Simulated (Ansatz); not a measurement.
## Bend profile

CH5BS (SMILES CBS), closed shell, at its PBE0-D4/def2-TZVP minimum:

```csv
atom,x (Å),y (Å),z (Å)
C1,-0.6327,0.8479,-0.2658
B2,0.3426,-0.3618,-0.1543
S3,0.5981,-1.1480,1.4245
H4,-1.4139,0.6227,-1.0011
H5,-0.0968,1.7144,-0.6703
H6,-1.1133,1.1446,0.6683
H7,0.9323,-0.7852,-1.1038
H8,1.4758,-2.0917,1.0468
```

The angle H6–C1–H4 (108.4° at the minimum) is set to the values below, H6, with anything bonded beyond it, turning rigidly in the plane of the angle. Each method's energies count from its own value at the PBE0-D4 minimum structure. Program: Ansatz 0.2.0. Basis: def2-TZVPP. Cores are frozen in the correlated methods.

CCSD(T) energies along the scan:
```csv
angle (°),CCSD(T) (eV)
78.4,0.718
85.9,0.405
93.4,0.181
100.9,0.046
108.4,0.000
115.9,0.043
123.4,0.176
130.9,0.397
138.4,0.706
```
They count from the CCSD(T) energy at the PBE0-D4 minimum.

Minimum and curvature along this coordinate at CCSD(T): A fifth-order fit through the nearest points gives 108.5°, with a curvature of about 1.6 meV/deg².

Largest difference from the CCSD(T) curve over the scan: PBE-D4 0.046; r2SCAN-D4 0.015; PBE0-D4 0.016; wB97M-V 0.018 eV. Each curve counts from its own value at the minimum.

The T1 diagnostic stays at or below 0.013.

For scale, one of the runs: CCSD(T)/def2-TZVPP, 174 basis functions (an equivalent command: `ansatz run in.yaml --threads 2`). Time: 14 s of wall clock on 2 CPU threads; the host was shared. Peak host memory: 1.5 GiB.
